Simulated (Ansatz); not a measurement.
Basis sets compared for Mg₂S⁺. The state is a doublet with charge 1. Geometry PBE0-D4/def2-TZVP. Ansatz on 4 threads of Arm Neoverse V1 on a shared host; times are rough, and most runs start from earlier orbitals.

Cartesian coordinates in Å:
```
Mg -1.345 1.492 -0.041
Mg 0.846 -1.782 -0.382
S 0.499 0.290 0.422
```

The structure comes from a short search, and lower isomers may exist.

```tsv
level	functions	energy (Eh)	HOMO (eV)	LUMO (eV)	wall time
PBE-D4/def2-SVP	54	-797.4667	-9.04	-8.60	0.65 s
PBE0-D4/def2-SVP	54	-797.5309	-9.47	-8.19	0.85 s
```

Question: Estimate the rows for PBE-D4/def2-TZVP, PBE0-D4/def2-TZVP (with forces).

Answer: 
| level | functions | energy (Eh) | HOMO (eV) | LUMO (eV) | wall time |
| --- | --- | --- | --- | --- | --- |
| PBE-D4/def2-TZVP | 101 | -797.7477 | -8.99 | -8.54 | 0.9 s |
| PBE0-D4/def2-TZVP (with forces) | 101 | -797.8103 | -9.44 | -8.12 | 2.8 s |
